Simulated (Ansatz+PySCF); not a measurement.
Values are calculated unless marked as measured or tabulated.
Input for Ansatz (development build ahead of 0.2.0):

```yaml
crystal:
  periodic: [false, false, false]
  atoms:
    - { symbol: Si, position_ang: [0.0, 0.0, 0.0] }
    - { symbol: S, position_ang: [1.26633, 1.68844, 3.65557] }
basis:
  gaussian: { orbitals: STO-3G }
magnetization:
  initial_magnetization: 2
hamiltonian:
  xc: hf
correlation:
  method: fci
  frozen_orbitals: { S: 5, Si: 5 }
```

The input is written out in the form of the current development build from the run's settings.

The run gave:

```
Converged    : yes
Total energy : -678.61055 hartree
State        : lowest triplet root, of any spatial symmetry
```
